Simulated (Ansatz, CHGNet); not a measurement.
# Zinc-blende GaAs: properties by level of theory

Reference values: lattice constant a 5.64 Å (measured, static lattice: zero-point anharmonic expansion removed; as tabulated in Mejia-Rodriguez and Trickey (2018), arXiv:1807.09216); elastic constant C11 119 GPa (measured, temperature not stated, not corrected to a static lattice; as tabulated in Bastos et al. (2018), arXiv:1801.07526); elastic constant C44 60 GPa (measured, temperature not stated, no zero-point or thermal correction; as tabulated in Råsander and Moram (2015), arXiv:1505.02379).

```json
[
 {"level (code)": "CHGNet-r²SCAN", "equilibrium lattice constant a (Å)": "5.667", "elastic constant C11 (GPa)": "65.7", "elastic constant C44 (GPa)": "11.7", "polycrystal shear modulus (GPa)": "9.67"},
 {"level (code)": "r²SCAN (Ansatz)", "equilibrium lattice constant a (Å)": "5.667", "elastic constant C11 (GPa)": "117", "elastic constant C44 (GPa)": "60.4", "polycrystal shear modulus (GPa)": "47.7"},
 {"level (code)": "Hartree–Fock (Ansatz)", "equilibrium lattice constant a (Å)": "5.755", "elastic constant C11 (GPa)": "136", "elastic constant C44 (GPa)": "71.5", "polycrystal shear modulus (GPa)": "58.0"}
]
```

Differences from the reference values (errors of the level alone only where the reference is corrected to a static lattice):

```csv
level,lattice constant a (%),elastic constant C11 (%),elastic constant C44 (%)
CHGNet-r²SCAN,+0.48,-45,-80
r²SCAN,+0.48,-1.7,+0.7
Hartree–Fock,+2.04,+14.3,+19.2
```

Nearest: lattice constant a, CHGNet-r²SCAN or r²SCAN; elastic constant C11, not ranked (reference at room or unstated temperature); elastic constant C44, not ranked (reference at room or unstated temperature).

Machine-learned potentials (CHGNet-r²SCAN) are trained on DFT data: a solid inside that data is no test of them.

Ansatz's density-functional and Hartree–Fock values are scalar-relativistic unless marked +SOC, with PAW data made under PBE.

Differences are worked out from the printed values.

The computed numbers hold no vibrational or temperature effects.

Ansatz is an electronic-structure program.
